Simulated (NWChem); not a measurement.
System: C₂H₃, doublet; SMILES [CH]=C

The following NWChem deck was run.

```
start job
memory heap 200 mb stack 900 mb global 1100 mb
geometry units angstroms noautosym nocenter noautoz
  C     -0.107039    -0.706819     0.000000
  C     -0.009591     0.590998     0.000000
  H      0.548118    -1.565332     0.000000
  H      0.960152     1.094062     0.000000
  H     -0.885027     1.235967     0.000000
end
basis spherical
  C library pcj-1
  H library pcj-1
end
dft
  odft
  mult 2
  xc xpbe96 cpbe96
  iterations 150
end
property
  hyperfine
end
task dft property
```

Output (shortened):

```
             Northwest Computational Chemistry Package (NWChem) 7.3.0
             --------------------------------------------------------

                             Geometry "geometry" -> ""
                             -------------------------

 Output coordinates in angstroms (scale by  1.889725989 to convert to a.u.)

  No.       Tag          Charge          X              Y              Z
 ---- ---------------- ---------- -------------- -------------- --------------
    1 C                    6.0000    -0.10703900    -0.70681900     0.00000000
    2 C                    6.0000    -0.00959100     0.59099800     0.00000000
    3 H                    1.0000     0.54811800    -1.56533200     0.00000000
    4 H                    1.0000     0.96015200     1.09406200     0.00000000
    5 H                    1.0000    -0.88502700     1.23596700     0.00000000

 Effective nuclear repulsion energy (a.u.)      28.5140900097

  pbe96 is a nonlocal functional; adding pw91lda local functional.
                              NWChem Property Module
                              ----------------------

  itol2e modified to match energy
  convergence criterion.

                                 NWChem DFT Module
                                 -----------------

 Summary of "ao basis" -> "ao basis" (spherical)
 ------------------------------------------------------------------------------
       Tag                 Description            Shells   Functions and Types
 ---------------- ------------------------------  ------  ---------------------
 C                           pcj-1                  11       27   5s4p2d
 H                           pcj-1                   6       10   4s2p

  itol2e modified to match energy
  convergence criterion.

            General Information
            -------------------
          SCF calculation type: DFT
          Wavefunction type:  spin polarized.
          No. of atoms     :     5
          No. of electrons :    15
           Alpha electrons :     8
            Beta electrons :     7
          Charge           :     0
          Spin multiplicity:     2
          Use of symmetry is: off; symmetry adaption is: off
          Maximum number of iterations: 150
          AO basis - number of functions:    84
                     number of shells:    40
          Convergence on energy requested:  1.00D-07
          Convergence on density requested:  1.00D-05
          Convergence on gradient requested:  5.00D-04

              XC Information
              --------------
          PerdewBurkeErnzerhof Exchange Functional  1.000
            Perdew 1991 LDA Correlation Functional  1.000 local
           PerdewBurkeErnz. Correlation Functional  1.000 non-local

             Grid Information
             ----------------
          Grid used for XC integration:  fine
          Radial quadrature: Mura-Knowles
          Angular quadrature: Lebedev.
          Tag              B.-S. Rad. Rad. Pts. Rad. Cut. Ang. Pts.
          ---              ---------- --------- --------- ---------
          C                   0.70       70           8.0       590
          H                   0.35       60          10.0       590
          Grid pruning is: on
          Number of quadrature shells:   320
          Spatial weights used:  Erf1

      Superposition of Atomic Density Guess
      -------------------------------------

 Sum of atomic energies:         -76.81424769

      Non-variational initial energy
      ------------------------------

 Total energy =     -77.713501
 1-e energy   =    -157.922307
 2-e energy   =      51.694716
 HOMO         =      -0.169081
 LUMO         =       0.020269

   convergence    iter        energy       DeltaE   RMS-Dens  Diis-err
 ---------------- ----- ----------------- --------- --------- ---------
 d= 0,ls=0.0,diis     1    -77.7674435622 -1.06D+02  2.57D-03  2.68D-01
                                                     2.02D-03  2.57D-01
 d= 0,ls=0.0,diis     2    -77.7910894897 -2.36D-02  1.71D-03  8.42D-03
                                                     1.44D-03  8.45D-03
 d= 0,ls=0.0,diis     3    -77.7797309450  1.14D-02  1.21D-03  3.12D-02
                                                     1.02D-03  2.66D-02
 d= 0,ls=0.0,diis     4    -77.7949664996 -1.52D-02  2.46D-04  9.24D-04
                                                     2.46D-04  1.13D-03
 d= 0,ls=0.0,diis     5    -77.7955612538 -5.95D-04  6.53D-05  1.77D-05
                                                     3.39D-05  8.31D-06
  Resetting Diis
 d= 0,ls=0.0,diis     6    -77.7955733985 -1.21D-05  2.49D-05  3.39D-06
                                                     2.55D-05  3.51D-06
 d= 0,ls=0.0,diis     7    -77.7955775031 -4.10D-06  1.67D-05  7.87D-07
                                                     1.35D-05  7.27D-07
 d= 0,ls=0.0,diis     8    -77.7955780594 -5.56D-07  7.98D-06  9.25D-07
                                                     6.92D-06  8.29D-07
 d= 0,ls=0.0,diis     9    -77.7955785920 -5.33D-07  7.52D-06  6.51D-08
                                                     4.16D-06  3.04D-08
 d= 0,ls=0.0,diis    10    -77.7955786762 -8.42D-08  1.29D-06  7.15D-08
                                                     2.97D-06  9.68D-08

         Total DFT energy =      -77.795578676233
      One electron energy =     -159.887563725568
           Coulomb energy =       65.344818652626
    Exchange-Corr. energy =      -11.766923612988
 Nuclear repulsion energy =       28.514090009697

 Numeric. integr. density =       14.999999642326

                    DFT Final Alpha Molecular Orbital Analysis
                    ------------------------------------------

 Vector    6  Occ=1.000000D+00  E=-3.873338D-01
              MO Center= -2.0D-01,  2.6D-01,  2.5D-10, r^2= 1.8D+00
   Bfn.  Coefficient  Atom+Function         Bfn.  Coefficient  Atom+Function
  ----- ------------  ---------------      ----- ------------  ---------------
    77     -0.247581  5 H  s                 13      0.227416  1 C  py
    39      0.221719  2 C  px                40     -0.218988  2 C  py
    57     -0.149310  3 H  s                 42      0.133309  2 C  px
    43     -0.119998  2 C  py                10      0.109823  1 C  py
    76     -0.105939  5 H  s                 37     -0.103597  2 C  py

 Vector    7  Occ=1.000000D+00  E=-2.591863D-01
              MO Center= -5.8D-02, -8.5D-02,  5.6D-09, r^2= 1.4D+00
   Bfn.  Coefficient  Atom+Function         Bfn.  Coefficient  Atom+Function
  ----- ------------  ---------------      ----- ------------  ---------------
    14      0.341653  1 C  pz                41      0.316061  2 C  pz
    17      0.255449  1 C  pz                44      0.248086  2 C  pz
    11      0.144689  1 C  pz                38      0.134727  2 C  pz
     8      0.029454  1 C  pz                35      0.027633  2 C  pz

 Vector    8  Occ=1.000000D+00  E=-1.983558D-01
              MO Center= -2.2D-01, -5.1D-01, -2.1D-09, r^2= 1.8D+00
   Bfn.  Coefficient  Atom+Function         Bfn.  Coefficient  Atom+Function
  ----- ------------  ---------------      ----- ------------  ---------------
    15      0.420984  1 C  px                12      0.410603  1 C  px
     5     -0.254993  1 C  s                 68     -0.189526  4 H  s
     9      0.177879  1 C  px                67     -0.175454  4 H  s
    16      0.150096  1 C  py                77      0.143678  5 H  s
    57      0.130619  3 H  s                 13      0.126553  1 C  py

 Vector    9  Occ=0.000000D+00  E=-3.300906D-02
              MO Center= -5.0D-02, -2.4D-02,  6.8D-11, r^2= 2.1D+00
   Bfn.  Coefficient  Atom+Function         Bfn.  Coefficient  Atom+Function
  ----- ------------  ---------------      ----- ------------  ---------------
    44     -0.677983  2 C  pz                17      0.650742  1 C  pz
    14      0.344113  1 C  pz                41     -0.338640  2 C  pz
    11      0.150590  1 C  pz                38     -0.150297  2 C  pz
     8      0.029537  1 C  pz                35     -0.029619  2 C  pz
    24     -0.027778  1 C  d -1              51     -0.026274  2 C  d -1

 Vector   10  Occ=0.000000D+00  E= 5.004001D-02
              MO Center=  7.1D-01,  4.0D-01, -1.9D-10, r^2= 5.1D+00
   Bfn.  Coefficient  Atom+Function         Bfn.  Coefficient  Atom+Function
  ----- ------------  ---------------      ----- ------------  ---------------
    32      1.366520  2 C  s                 68     -1.296685  4 H  s
    58     -0.949621  3 H  s                  5      0.828271  1 C  s
    78     -0.650287  5 H  s                 43      0.541072  2 C  py
    16     -0.354003  1 C  py                42      0.206535  2 C  px
    15      0.180082  1 C  px                40      0.133531  2 C  py

[...]

          ----------------------
          Hyperfine Interactions
          ----------------------

 Total Spin Density (Fermi Contact Term)
 ------------------ --------------------
     Atom            x         y         z       Density (a.u.)      Aiso(MHz)     Aiso(Gauss)
     1  13-C     -0.20227  -1.33569   0.00000       0.264750        297.629689     106.201495
     2  13-C     -0.01812   1.11682   0.00000      -0.011729        -13.186149      -4.705138
     3   1-H      1.03579  -2.95805   0.00000       0.009448         42.231125      15.069090
     4   1-H      1.81442   2.06748   0.00000       0.041038        183.434612      65.453920
     5   1-H     -1.67246   2.33564   0.00000       0.026036        116.379774      41.527127

           -------------------------------------------
           Anisotropic Interaction (Spin-Dipolar Term)
           -------------------------------------------

 ------------------------------------------------------------
     Atom            x         y         z
 ------------------------------------------------------------
     1  13-C     -0.20227  -1.33569   0.00000

   Spin-Dipolar term (a.u.)
        xx             yy             zz             xy             xz             yz
 ------------------------------------------------------------------------------------------
       0.908013      -0.456305      -0.451709       0.483737      -0.000000      -0.000000

   Principal Comp. of -hf- tensor (au)            Anisotropic -hfcc- (MHz)               Anisotropic -hfcc- (Gauss)
 --------------------------------------------------------------------------------------------------------------------------
      1.062121    -0.610413    -0.451709     142.526533   -81.911540   -60.614992      50.856925   -29.228025   -21.628900

   Orientation of the principal axis of Hyperfine Tensor w.r.t absolute (molecular) frame
 --------------------------------------------------------------------------------------------------------------------------
      0.952817    -0.303546     0.000000
      0.303546     0.952817    -0.000000
     -0.000000     0.000000     1.000000

 ------------------------------------------------------------
     Atom            x         y         z
 ------------------------------------------------------------
     2  13-C     -0.01812   1.11682   0.00000

   Spin-Dipolar term (a.u.)
        xx             yy             zz             xy             xz             yz
 ------------------------------------------------------------------------------------------
       0.032442       0.115016      -0.147458       0.028259      -0.000000      -0.000000

   Principal Comp. of -hf- tensor (au)            Anisotropic -hfcc- (MHz)               Anisotropic -hfcc- (Gauss)
 --------------------------------------------------------------------------------------------------------------------------
      0.023697     0.123761    -0.147458       3.179948    16.607541   -19.787489       1.134683     5.925974    -7.060656

   Orientation of the principal axis of Hyperfine Tensor w.r.t absolute (molecular) frame
 --------------------------------------------------------------------------------------------------------------------------
      0.955303     0.295628     0.000000
     -0.295628     0.955303     0.000000
     -0.000000    -0.000000     1.000000

 ------------------------------------------------------------
     Atom            x         y         z
 ------------------------------------------------------------
     3   1-H      1.03579  -2.95805   0.00000

   Spin-Dipolar term (a.u.)
        xx             yy             zz             xy             xz             yz
 ------------------------------------------------------------------------------------------
       0.015429       0.042823      -0.058252      -0.039538       0.000000      -0.000000

   Principal Comp. of -hf- tensor (au)            Anisotropic -hfcc- (MHz)               Anisotropic -hfcc- (Gauss)
 --------------------------------------------------------------------------------------------------------------------------
     -0.012718     0.070969    -0.058252      -6.785524    37.865860   -31.080335      -2.421240    13.511457   -11.090218

   Orientation of the principal axis of Hyperfine Tensor w.r.t absolute (molecular) frame
 --------------------------------------------------------------------------------------------------------------------------
      0.814658    -0.579942    -0.000000
      0.579942     0.814658    -0.000000
      0.000000    -0.000000     1.000000

 ------------------------------------------------------------
     Atom            x         y         z
 ------------------------------------------------------------
     4   1-H      1.81442   2.06748   0.00000

   Spin-Dipolar term (a.u.)
        xx             yy             zz             xy             xz             yz
 ------------------------------------------------------------------------------------------
      -0.000430       0.010630      -0.010201       0.005921       0.000000       0.000000

   Principal Comp. of -hf- tensor (au)            Anisotropic -hfcc- (MHz)               Anisotropic -hfcc- (Gauss)
 --------------------------------------------------------------------------------------------------------------------------
     -0.003001     0.013202    -0.010201      -1.601246     7.043806    -5.442561      -0.571363     2.513401    -1.942038

   Orientation of the principal axis of Hyperfine Tensor w.r.t absolute (molecular) frame
 --------------------------------------------------------------------------------------------------------------------------
      0.917218     0.398385    -0.000000
     -0.398385     0.917218     0.000000
      0.000000     0.000000     1.000000

 ------------------------------------------------------------
     Atom            x         y         z
 ------------------------------------------------------------
     5   1-H     -1.67246   2.33564   0.00000

   Spin-Dipolar term (a.u.)
        xx             yy             zz             xy             xz             yz
 ------------------------------------------------------------------------------------------
      -0.009229       0.021752      -0.012524      -0.004578       0.000000      -0.000000

   Principal Comp. of -hf- tensor (au)            Anisotropic -hfcc- (MHz)               Anisotropic -hfcc- (Gauss)
 --------------------------------------------------------------------------------------------------------------------------
     -0.009891     0.022415    -0.012524      -5.277431    11.959480    -6.682048      -1.883116     4.267433    -2.384317

   Orientation of the principal axis of Hyperfine Tensor w.r.t absolute (molecular) frame
 --------------------------------------------------------------------------------------------------------------------------
      0.989694    -0.143197    -0.000000
      0.143197     0.989694    -0.000000
      0.000000    -0.000000     1.000000
```

Level: PBE/pcJ-1, spin-unrestricted, contact and dipolar terms. In the optimisation the excess spin sits in a' (Cs, its own frame). All runs use the structure optimised with PBE0-D3(BJ)/def2-TZVP, spin-unrestricted. No stability test was run on the SCF state.
